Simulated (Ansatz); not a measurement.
Breaking a bond: SMILES O. The O1–H3 bond (O1 also carries H; H3 carries nothing else) is varied alone, starting from the PBE0/def2-TZVP optimised geometry.

Levels: FCI = full CI/cc-pVDZ, frozen core run with Ansatz (a program for electronic structure); UKS-PBE = unrestricted PBE/cc-pVDZ run with Ansatz; UCCSD = CCSD on UHF/cc-pVDZ, frozen core run with Ansatz; RCCSD = CCSD on RHF/cc-pVDZ, frozen core (Ansatz); UHF/cc-pVDZ (Ansatz).

Energies are in kJ/mol, each relative to the lowest point of its own curve near equilibrium.

| R / Å | FCI | UKS-PBE | UCCSD | RCCSD | UHF |
|---|---|---|---|---|---|
| 0.77 | 158.2 | 164.4 | 156.9 | 156.9 | ___ |
| 0.83 | 64.5 | 69.5 | 63.6 | 63.6 | 51.5 |
| 0.86 | 36.1 | 40.2 | 35.4 | 35.4 | 26.0 |
| 0.91 | 8.7 | ___ | 8.3 | 8.3 | 3.6 |
| 0.93 | 3.3 | 4.7 | 3.1 | 3.1 | ___ |
| 0.96 | 0.0 | 0.0 | 0.0 | 0.0 | 0.0 |
| 1.00 | 2.9 | 0.9 | 3.2 | 3.2 | 7.0 |
| 1.01 | 4.6 | 2.2 | 5.1 | 5.1 | 9.8 |
| 1.05 | 15.2 | ___ | 16.0 | 16.0 | 24.6 |
| 1.12 | 43.5 | 35.5 | 45.0 | 45.0 | 60.5 |
| 1.20 | 84.9 | ___ | 87.4 | 87.4 | 111.1 |
| 1.30 | 141.9 | 126.7 | 145.8 | 145.8 | 180.9 |
| 1.46 | 230.6 | 214.1 | 239.5 | 237.7 | 274.2 |
| 1.58 | 288.5 | 275.3 | 302.8 | 298.7 | 308.5 |
| 1.71 | 340.3 | 335.3 | 360.4 | 354.6 | 327.8 |
| 1.93 | 402.7 | 412.4 | 427.0 | — | 341.6 |
| 2.09 | 431.4 | 443.8 | 452.0 | — | 345.5 |
| 2.38 | 459.8 | 473.8 | 468.9 | — | 348.2 |
| 2.57 | 468.7 | 483.9 | 472.4 | — | ___ |
| 2.84 | 475.1 | 491.9 | 474.4 | — | 349.4 |
| 3.40 | 479.3 | 498.2 | 475.8 | — | 349.9 |

**Question.** Fill in the missing entries.

**Answer.** 
- 0.77, UHF: 139.2
- 0.91, UKS-PBE: 10.9
- 0.93, UHF: 0.3
- 1.05, UKS-PBE: 10.7
- 1.20, UKS-PBE: 73.1
- 2.57, UHF: 348.8

Dashes: no converged value, or the column stops at the first point that the program doubted or that broke a chosen test of continuity, which isn't proof of a fault.

The unrestricted determinant behind UKS-PBE is spin-contaminated at 1.93 to 3.40 Å (<S²> up to 1.0, against 0.00 for a pure singlet). The unrestricted determinant behind UCCSD, UHF is spin-contaminated at 1.46 to 3.40 Å (<S²> up to 1.0, against 0.00 for a pure singlet).
